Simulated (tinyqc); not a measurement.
Inside a calculation. Method: RKS/exchange-only LDA in the sto-3g basis, for HF, spin multiplicity 1. Computed by tinyqc, a small Python program that keeps every step (integrals from PySCF). Settings: charge = 0, multiplicity = 1, basis = sto-3g, energy threshold = 1e-09, iteration cap = 54, orthogonalisation = symmetric, start = core, DIIS depth = 0, method = RKS, functional = Slater exchange alone, grid = [15, 86]. Command: `OMP_NUM_THREADS=1 python tinyqc.py 31854 31855 out.jsonl` (the two numbers bound the seeds that draw the settings). One thread of a shared host (Intel(R) Xeon(R) Processor @ 2.60GHz), about 0.9 s of CPU time with the checks. Later iterations appear only in the table of the cycle.

## One-electron integrals

Geometry (angstrom):

| atom | x | y | z |
|---|---|---|---|
| F | 0.00000 | 0.00000 | 0.00000 |
| H | 0.00000 | 0.00000 | 1.78200 |

Basis sto-3g: exponents (1/bohr^2) and contraction coefficients of normalised primitives:

| element | l (shell) | exponent | coefficient |
|---|---|---|---|
| F | s (1) | 166.67913 | 0.15433 |
| F | s (1) | 30.36081 | 0.53533 |
| F | s (1) | 8.21682 | 0.44463 |
| F | s (2) | 6.46480 | -0.09997 |
| F | s (2) | 1.50228 | 0.39951 |
| F | s (2) | 0.48859 | 0.70012 |
| F | p (3) | 6.46480 | 0.15592 |
| F | p (3) | 1.50228 | 0.60768 |
| F | p (3) | 0.48859 | 0.39196 |
| H | s (1) | 3.42525 | 0.15433 |
| H | s (1) | 0.62391 | 0.53533 |
| H | s (1) | 0.16886 | 0.44463 |

Overlap, kinetic and nuclear-attraction integrals over the contracted functions; the nuclear repulsion is the sum of Za Zb / Rab.

nuclear repulsion = 2.6726122 hartree

overlap S:
```
          1F 1s    1F 2s   1F 2px   1F 2py   1F 2pz    2H 1s
1F 1s   1.00000  0.23799  0.00000  0.00000  0.00000  0.00686
1F 2s   0.23799  1.00000  0.00000  0.00000  0.00000  0.09317
1F 2px  0.00000  0.00000  1.00000  0.00000  0.00000  0.00000
1F 2py  0.00000  0.00000  0.00000  1.00000  0.00000  0.00000
1F 2pz  0.00000  0.00000  0.00000  0.00000  1.00000  0.09142
2H 1s   0.00686  0.09317  0.00000  0.00000  0.09142  1.00000
```

kinetic energy T (hartree):
```
           1F 1s     1F 2s   1F 2px   1F 2py    1F 2pz     2H 1s
1F 1s   36.98458  -0.21286  0.00000  0.00000   0.00000  -0.00187
1F 2s   -0.21286   1.03800  0.00000  0.00000   0.00000  -0.01924
1F 2px   0.00000   0.00000  3.24801  0.00000   0.00000   0.00000
1F 2py   0.00000   0.00000  0.00000  3.24801   0.00000   0.00000
1F 2pz   0.00000   0.00000  0.00000  0.00000   3.24801  -0.00504
2H 1s   -0.00187  -0.01924  0.00000  0.00000  -0.00504   0.76003
```

nuclear attraction V (hartree):
```
            1F 1s      1F 2s     1F 2px     1F 2py     1F 2pz     2H 1s
1F 1s   -77.30654   -9.24748    0.00000    0.00000   -0.00399  -0.27330
1F 2s    -9.24748  -11.83815    0.00000    0.00000   -0.04989  -0.71600
1F 2px    0.00000    0.00000  -11.73970    0.00000    0.00000   0.00000
1F 2py    0.00000    0.00000    0.00000  -11.73970    0.00000   0.00000
1F 2pz   -0.00399   -0.04989    0.00000    0.00000  -11.75787  -0.57292
2H 1s    -0.27330   -0.71600    0.00000    0.00000   -0.57292  -3.89622
```

core Hamiltonian H = T + V (hartree):
```
            1F 1s      1F 2s    1F 2px    1F 2py    1F 2pz     2H 1s
1F 1s   -40.32196   -9.46034   0.00000   0.00000  -0.00399  -0.27518
1F 2s    -9.46034  -10.80016   0.00000   0.00000  -0.04989  -0.73525
1F 2px    0.00000    0.00000  -8.49169   0.00000   0.00000   0.00000
1F 2py    0.00000    0.00000   0.00000  -8.49169   0.00000   0.00000
1F 2pz   -0.00399   -0.04989   0.00000   0.00000  -8.50986  -0.57796
2H 1s    -0.27518   -0.73525   0.00000   0.00000  -0.57796  -3.13619
```

## Two-electron integrals

Functions are numbered as in S; the eight-fold symmetry (ij|kl) = (ji|kl) = (kl|ij) leaves the list below.

Two-electron integrals (ij|kl) in chemists' order, unique and non-zero (hartree):
```
(11|11) 5.40350   (21|11) 0.84192   (21|21) 0.15630   (22|11) 1.26803
(22|21) 0.29234   (22|22) 0.92617   (31|31) 0.02800   (32|31) 0.04317
(32|32) 0.20459   (33|11) 1.26450   (33|21) 0.29240   (33|22) 0.92596
(33|33) 0.99751   (41|41) 0.02800   (42|41) 0.04317   (42|42) 0.20459
(43|43) 0.05377   (44|11) 1.26450   (44|21) 0.29240   (44|22) 0.92596
(44|33) 0.88997   (44|44) 0.99751   (51|51) 0.02800   (52|51) 0.04317
(52|52) 0.20459   (53|53) 0.05377   (54|54) 0.05377   (55|11) 1.26450
(55|21) 0.29240   (55|22) 0.92596   (55|33) 0.88997   (55|44) 0.88997
(55|55) 0.99751   (61|11) 0.02458   (61|21) 0.00453   (61|22) 0.00842
(61|33) 0.00841   (61|44) 0.00841   (61|51) 0.00017   (61|52) 0.00033
(61|55) 0.00844   (61|61) 0.00013   (62|11) 0.07455   (62|21) 0.01747
(62|22) 0.06348   (62|33) 0.06261   (62|44) 0.06261   (62|51) 0.00116
(62|52) 0.00987   (62|55) 0.06515   (62|61) 0.00051   (62|62) 0.00587
(63|31) 0.00168   (63|32) 0.01059   (63|53) 0.00203   (63|63) 0.00082
(64|41) 0.00168   (64|42) 0.01059   (64|54) 0.00203   (64|64) 0.00082
(65|11) 0.05775   (65|21) 0.01369   (65|22) 0.05336   (65|33) 0.05139
(65|44) 0.05139   (65|51) 0.00237   (65|52) 0.01752   (65|55) 0.05726
(65|61) 0.00041   (65|62) 0.00607   (65|65) 0.00702   (66|11) 0.29661
(66|21) 0.07058   (66|22) 0.29603   (66|33) 0.29039   (66|44) 0.29039
(66|51) 0.00394   (66|52) 0.04872   (66|55) 0.30726   (66|61) 0.00207
(66|62) 0.03854   (66|65) 0.04725   (66|66) 0.77461
```

## Orthogonalisation

S = U s U^T; symmetric (Loewdin) form X = U s^(-1/2) U^T, so that X^T S X = 1.

eigenvalues of S: 0.74450  0.91309  1.00000  1.00000  1.08179  1.26062

X:
```
           1F 1s     1F 2s   1F 2px   1F 2py    1F 2pz     2H 1s
1F 1s    1.02222  -0.12385  0.00000  0.00000  -0.00042   0.00519
1F 2s   -0.12385   1.02565  0.00000  0.00000   0.00333  -0.04820
1F 2px   0.00000   0.00000  1.00000  0.00000   0.00000   0.00000
1F 2py   0.00000   0.00000  0.00000  1.00000   0.00000   0.00000
1F 2pz  -0.00042   0.00333  0.00000  0.00000   1.00317  -0.04621
2H 1s    0.00519  -0.04820  0.00000  0.00000  -0.04621   1.00653
```

## Starting guess

The start is the orbitals of the core Hamiltonian; D = 2 C_occ C_occ^T.

D at the start:
```
           1F 1s     1F 2s   1F 2px   1F 2py    1F 2pz     2H 1s
1F 1s    2.12045  -0.50650  0.00000  0.00000  -0.00202   0.01452
1F 2s   -0.50650   2.12986  0.00000  0.00000   0.01062  -0.05944
1F 2px   0.00000   0.00000  2.00000  0.00000   0.00000   0.00000
1F 2py   0.00000   0.00000  0.00000  2.00000   0.00000   0.00000
1F 2pz  -0.00202   0.01062  0.00000  0.00000   2.01111  -0.07664
2H 1s    0.01452  -0.05944  0.00000  0.00000  -0.07664   0.00456
```

## Iteration 1: exchange-correlation on the grid

Becke grid with 15 radial and 86 angular points per atom, points of zero weight dropped. rho = sum D_ij phi_i phi_j; V_xc,ij = sum w v_xc phi_i phi_j; v_xc is d(rho eps)/d rho.

The 12 grid points with the largest w rho, of 2573 (bohr, atomic units):

| x | y | z | w | rho | eps_xc | v_xc |
|---|---|---|---|---|---|---|
| -0.51962 | 0.51962 | 0.51962 | 0.04385 | 0.77302 | -0.67782 | -0.90376 |
| 0.51962 | 0.51962 | 0.51962 | 0.04385 | 0.77302 | -0.67782 | -0.90376 |
| 0.51962 | -0.51962 | 0.51962 | 0.04385 | 0.77302 | -0.67782 | -0.90376 |
| -0.51962 | -0.51962 | 0.51962 | 0.04385 | 0.77302 | -0.67782 | -0.90376 |
| 0.51962 | -0.51962 | -0.51962 | 0.04389 | 0.77077 | -0.67716 | -0.90289 |
| -0.51962 | -0.51962 | -0.51962 | 0.04389 | 0.77077 | -0.67716 | -0.90289 |
| 0.51962 | 0.51962 | -0.51962 | 0.04389 | 0.77077 | -0.67716 | -0.90289 |
| -0.51962 | 0.51962 | -0.51962 | 0.04389 | 0.77077 | -0.67716 | -0.90289 |
| -0.17016 | 0.62492 | 0.62492 | 0.04357 | 0.77341 | -0.67794 | -0.90391 |
| 0.17016 | 0.62492 | 0.62492 | 0.04357 | 0.77341 | -0.67794 | -0.90391 |
| 0.62492 | 0.17016 | 0.62492 | 0.04357 | 0.77341 | -0.67794 | -0.90391 |
| -0.62492 | 0.17016 | 0.62492 | 0.04357 | 0.77341 | -0.67794 | -0.90391 |

electrons on the grid, sum of w rho = 10.00774

E_xc = sum of w rho eps_xc = -10.0260705 hartree

V_xc (hartree):
```
           1F 1s     1F 2s    1F 2px    1F 2py    1F 2pz     2H 1s
1F 1s   -3.20622  -0.46402   0.00000   0.00000  -0.00007  -0.01363
1F 2s   -0.46402  -0.86999   0.00000   0.00000  -0.00020  -0.04745
1F 2px   0.00000   0.00000  -0.86443   0.00000   0.00000   0.00000
1F 2py   0.00000   0.00000   0.00000  -0.86443   0.00000   0.00000
1F 2pz  -0.00007  -0.00020   0.00000   0.00000  -0.86467  -0.03366
2H 1s   -0.01363  -0.04745   0.00000   0.00000  -0.03366  -0.06636
```

## Iteration 1: building the Kohn-Sham matrix

J_ij = sum D_kl (ij|kl); F = H + J + V_xc; E = tr D H + tr D J / 2 + E_xc + E_nn.

Coulomb J (hartree):
```
           1F 1s    1F 2s   1F 2px   1F 2py   1F 2pz    2H 1s
1F 1s   20.89111  4.00351  0.00000  0.00000  0.00033  0.11601
1F 2s    4.00351  9.91716  0.00000  0.00000  0.00054  0.65579
1F 2px   0.00000  0.00000  9.90832  0.00000  0.00000  0.00000
1F 2py   0.00000  0.00000  0.00000  9.90832  0.00000  0.00000
1F 2pz   0.00033  0.00054  0.00000  0.00000  9.90839  0.54173
2H 1s    0.11601  0.65579  0.00000  0.00000  0.54173  2.96019
```

Kohn-Sham matrix F (hartree):
```
            1F 1s     1F 2s   1F 2px   1F 2py    1F 2pz     2H 1s
1F 1s   -22.63708  -5.92084  0.00000  0.00000  -0.00373  -0.17279
1F 2s    -5.92084  -1.75299  0.00000  0.00000  -0.04955  -0.12691
1F 2px    0.00000   0.00000  0.55221  0.00000   0.00000   0.00000
1F 2py    0.00000   0.00000  0.00000  0.55221   0.00000   0.00000
1F 2pz   -0.00373  -0.04955  0.00000  0.00000   0.53386  -0.06990
2H 1s    -0.17279  -0.12691  0.00000  0.00000  -0.06990  -0.24236
```

total energy of this density = -96.8112655 hartree

## Iteration 1: diagonalisation and new density

Diagonalise F' = X^T F X, C = X C', fill 5 alpha and 5 beta electrons from the bottom; D = 2 C_occ C_occ^T. Each column has its largest component positive (the first on a tie).

F' = X^T F X (hartree):
```
           1         2        3        4         5         6
1  -22.18380  -3.20259  0.00000  0.00000  -0.00068   0.00172
2   -3.20259  -0.67746  0.00000  0.00000  -0.04300  -0.06175
3    0.00000   0.00000  0.55221  0.00000   0.00000   0.00000
4    0.00000   0.00000  0.00000  0.55221   0.00000   0.00000
5   -0.00068  -0.04300  0.00000  0.00000   0.54292  -0.08231
6    0.00172  -0.06175  0.00000  0.00000  -0.08231  -0.22932
```

orbital energies (hartree): MO1 -22.65058, MO2 -0.29182, MO3 -0.15854, MO4 0.55221, MO5 0.55221, MO6 0.55328

coefficients C:
```
             MO1       MO2       MO3      MO4       MO5       MO6
1F 1s    0.99367  -0.16776  -0.21129  0.00000   0.00000   0.01152
1F 2s    0.02536   0.61916   0.82703  0.00000   0.00000  -0.04051
1F 2px   0.00000   0.00000   0.00000  0.10845   0.99410   0.00000
1F 2py   0.00000   0.00000   0.00000  0.99410  -0.10845   0.00000
1F 2pz   0.00034   0.07483   0.00393  0.00000   0.00000   1.00144
2H 1s   -0.00151   0.73434  -0.67622  0.00000   0.00000  -0.14512
```

D after iteration 1:
```
           1F 1s     1F 2s   1F 2px   1F 2py    1F 2pz     2H 1s
1F 1s    2.12035  -0.50683  0.00000  0.00000  -0.02608   0.03637
1F 2s   -0.50683   2.13596  0.00000  0.00000   0.09918  -0.20924
1F 2px   0.00000   0.00000  2.00000  0.00000   0.00000   0.00000
1F 2py   0.00000   0.00000  0.00000  2.00000   0.00000   0.00000
1F 2pz  -0.02608   0.09918  0.00000  0.00000   0.01123   0.10459
2H 1s    0.03637  -0.20924  0.00000  0.00000   0.10459   1.99306
```

Within a degenerate level the vectors are fixed only up to a rotation; this is one choice.

## Iteration 2: exchange-correlation on the grid

As before.

The 12 grid points with the largest w rho, of 2573 (bohr, atomic units):

| x | y | z | w | rho | eps_xc | v_xc |
|---|---|---|---|---|---|---|
| 0.33682 | 0.83460 | 0.00000 | 0.04340 | 0.77109 | -0.67726 | -0.90301 |
| -0.33682 | 0.83460 | 0.00000 | 0.04340 | 0.77109 | -0.67726 | -0.90301 |
| 0.83460 | 0.33682 | 0.00000 | 0.04340 | 0.77109 | -0.67726 | -0.90301 |
| -0.83460 | 0.33682 | 0.00000 | 0.04340 | 0.77109 | -0.67726 | -0.90301 |
| 0.83460 | -0.33682 | 0.00000 | 0.04340 | 0.77109 | -0.67726 | -0.90301 |
| -0.83460 | -0.33682 | 0.00000 | 0.04340 | 0.77109 | -0.67726 | -0.90301 |
| 0.33682 | -0.83460 | 0.00000 | 0.04340 | 0.77109 | -0.67726 | -0.90301 |
| -0.33682 | -0.83460 | 0.00000 | 0.04340 | 0.77109 | -0.67726 | -0.90301 |
| -0.62492 | -0.62492 | 0.17016 | 0.04363 | 0.75713 | -0.67315 | -0.89753 |
| 0.62492 | -0.62492 | 0.17016 | 0.04363 | 0.75713 | -0.67315 | -0.89753 |
| -0.62492 | 0.62492 | 0.17016 | 0.04363 | 0.75713 | -0.67315 | -0.89753 |
| 0.62492 | 0.62492 | 0.17016 | 0.04363 | 0.75713 | -0.67315 | -0.89753 |

electrons on the grid, sum of w rho = 10.00770

E_xc = sum of w rho eps_xc = -9.1129678 hartree

V_xc (hartree):
```
           1F 1s     1F 2s    1F 2px    1F 2py    1F 2pz     2H 1s
1F 1s   -3.18460  -0.44784   0.00000   0.00000  -0.00135  -0.01317
1F 2s   -0.44784  -0.78952   0.00000   0.00000  -0.01200  -0.04707
1F 2px   0.00000   0.00000  -0.81891   0.00000   0.00000   0.00000
1F 2py   0.00000   0.00000   0.00000  -0.81891   0.00000   0.00000
1F 2pz  -0.00135  -0.01200   0.00000   0.00000  -0.71403  -0.03772
2H 1s   -0.01317  -0.04707   0.00000   0.00000  -0.03772  -0.44686
```

## Iteration 2: building the Kohn-Sham matrix

As before.

Coulomb J (hartree):
```
           1F 1s    1F 2s   1F 2px   1F 2py   1F 2pz    2H 1s
1F 1s   18.95840  3.56062  0.00000  0.00000  0.01498  0.10334
1F 2s    3.56062  8.66003  0.00000  0.00000  0.13498  0.60466
1F 2px   0.00000  0.00000  8.71149  0.00000  0.00000  0.00000
1F 2py   0.00000  0.00000  0.00000  8.71149  0.00000  0.00000
1F 2pz   0.01498  0.13498  0.00000  0.00000  8.53141  0.52522
2H 1s    0.10334  0.60466  0.00000  0.00000  0.52522  3.90187
```

Kohn-Sham matrix F (hartree):
```
            1F 1s     1F 2s    1F 2px    1F 2py    1F 2pz     2H 1s
1F 1s   -24.54816  -6.34756   0.00000   0.00000   0.00964  -0.18500
1F 2s    -6.34756  -2.92964   0.00000   0.00000   0.07310  -0.17766
1F 2px    0.00000   0.00000  -0.59911   0.00000   0.00000   0.00000
1F 2py    0.00000   0.00000   0.00000  -0.59911   0.00000   0.00000
1F 2pz    0.00964   0.07310   0.00000   0.00000  -0.69248  -0.09046
2H 1s    -0.18500  -0.17766   0.00000   0.00000  -0.09046   0.31882
```

total energy of this density = -96.7243293 hartree

## Iteration 2: diagonalisation and new density

As before.

F' = X^T F X (hartree):
```
           1         2         3         4         5         6
1  -24.09082  -3.26527   0.00000   0.00000  -0.00181   0.00263
2   -3.26527  -1.82915   0.00000   0.00000   0.07828  -0.09107
3    0.00000   0.00000  -0.59911   0.00000   0.00000   0.00000
4    0.00000   0.00000   0.00000  -0.59911   0.00000   0.00000
5   -0.00181   0.07828   0.00000   0.00000  -0.68730  -0.07834
6    0.00263  -0.09107   0.00000   0.00000  -0.07834   0.34127
```

orbital energies (hartree): MO1 -24.55988, MO2 -1.37282, MO3 -0.68592, MO4 -0.59911, MO5 -0.59911, MO6 0.35262

coefficients C:
```
             MO1       MO2       MO3       MO4      MO5       MO6
1F 1s    0.99423  -0.26587  -0.02721   0.00000  0.00000   0.01981
1F 2s    0.02323   1.02306   0.10552   0.00000  0.00000  -0.10628
1F 2px   0.00000   0.00000   0.00000  -0.25144  0.96787   0.00000
1F 2py   0.00000   0.00000   0.00000   0.96787  0.25144   0.00000
1F 2pz  -0.00036  -0.10639   0.99066   0.00000  0.00000  -0.12561
2H 1s   -0.00128   0.00470   0.03443   0.00000  0.00000   1.00816
```

D after iteration 2:
```
           1F 1s     1F 2s   1F 2px   1F 2py    1F 2pz     2H 1s
1F 1s    2.11983  -0.50355  0.00000  0.00000   0.00196  -0.00692
1F 2s   -0.50355   2.11665  0.00000  0.00000  -0.00865   0.01682
1F 2px   0.00000   0.00000  2.00000  0.00000   0.00000   0.00000
1F 2py   0.00000   0.00000  0.00000  2.00000   0.00000   0.00000
1F 2pz   0.00196  -0.00865  0.00000  0.00000   1.98545   0.06722
2H 1s   -0.00692   0.01682  0.00000  0.00000   0.06722   0.00242
```

Within a degenerate level the vectors are fixed only up to a rotation; this is one choice.

## Convergence

Stop when the energy changes by less than 1e-09 hartree and every element of the error matrix X^T (F D S - S D F) X is below 9e-06.

Course of the cycle:

| iteration | E (hartree) | change | largest element of the error matrix |
|---|---|---|---|
| 1 | -96.8112655 | - | 1.75e-01 |
| 2 | -96.7243293 | 8.69e-02 | 3.52e-01 |
| 3 | -96.8524840 | -1.28e-01 | 2.78e-01 |
| 4 | -96.7245071 | 1.28e-01 | 3.53e-01 |
| 5 | -96.8525038 | -1.28e-01 | 2.78e-01 |
| 6 | -96.7245042 | 1.28e-01 | 3.53e-01 |
| 7 | -96.8525038 | -1.28e-01 | 2.78e-01 |
| 8 | -96.7245042 | 1.28e-01 | 3.53e-01 |
| 9 | -96.8525038 | -1.28e-01 | 2.78e-01 |
| 10 | -96.7245042 | 1.28e-01 | 3.53e-01 |
| 11 | -96.8525038 | -1.28e-01 | 2.78e-01 |
| 12 | -96.7245042 | 1.28e-01 | 3.53e-01 |
| 13 | -96.8525038 | -1.28e-01 | 2.78e-01 |
| 14 | -96.7245042 | 1.28e-01 | 3.53e-01 |
| ... | ... | ... | ... |
| 41 | -96.8525038 | -1.28e-01 | 2.78e-01 |
| 42 | -96.7245042 | 1.28e-01 | 3.53e-01 |
| 43 | -96.8525038 | -1.28e-01 | 2.78e-01 |
| 44 | -96.7245042 | 1.28e-01 | 3.53e-01 |
| 45 | -96.8525038 | -1.28e-01 | 2.78e-01 |
| 46 | -96.7245042 | 1.28e-01 | 3.53e-01 |
| 47 | -96.8525038 | -1.28e-01 | 2.78e-01 |
| 48 | -96.7245042 | 1.28e-01 | 3.53e-01 |
| 49 | -96.8525038 | -1.28e-01 | 2.78e-01 |
| 50 | -96.7245042 | 1.28e-01 | 3.53e-01 |
| 51 | -96.8525038 | -1.28e-01 | 2.78e-01 |
| 52 | -96.7245042 | 1.28e-01 | 3.53e-01 |
| 53 | -96.8525038 | -1.28e-01 | 2.78e-01 |
| 54 | -96.7245042 | 1.28e-01 | 3.53e-01 |

PySCF RKS in the same basis, fine grid = -96.8438916 hartree

Not converged within the cap of 54 iterations: the residual has stopped falling: the iteration swings between two states. Reruns (cap 100 unless said): DIIS 8: not converged; damping 0.5: not converged; level shift 0.5: converged in 39; atomic densities as start, DIIS 8: converged in 11; the original settings with a cap of 400: not converged.
